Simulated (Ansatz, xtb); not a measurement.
Isomers of C2H3Al in order of energy

3 gas-phase structures of C2H3Al, found in a search over its isomers (lower ones may exist). Each was relaxed with GFN2-xTB:

A. `[CH]1=[CH][AlH]1`, a singlet
B. `C=[CH][Al]`, a singlet
C. `C#[C][AlH2]`, a singlet

Q: Which do you expect lowest at r2SCAN-D4/def2-SVP, and how would the others follow?

A: Calculated order at r2SCAN-D4/def2-SVP: B (0.000), C (0.380), A (0.567) eV.

Energies above the lowest of each column, in eV; the last columns are at r2SCAN-D4/def2-TZVP geometries:

| structure | GFN2-xTB | HF/STO-3G | r2SCAN-D4/def2-SVP | r2SCAN-D4/def2-TZVP | CCSD(T)/def2-TZVPP |
| --- | --- | --- | --- | --- | --- |
| B | 1.352 | 0.410 | 0.000 | 0.000 | 0.000 |
| C | 0.000 | 0.000 | 0.380 | 0.271 | 0.314 |
| A | 1.837 | 1.766 | 0.567 | 0.546 | 0.799 |

CCSD(T)/def2-TZVPP puts B lowest; GFN2-xTB picks C, HF/STO-3G picks C.

Programs: Ansatz 0.2.0, xtb 6.7.1.
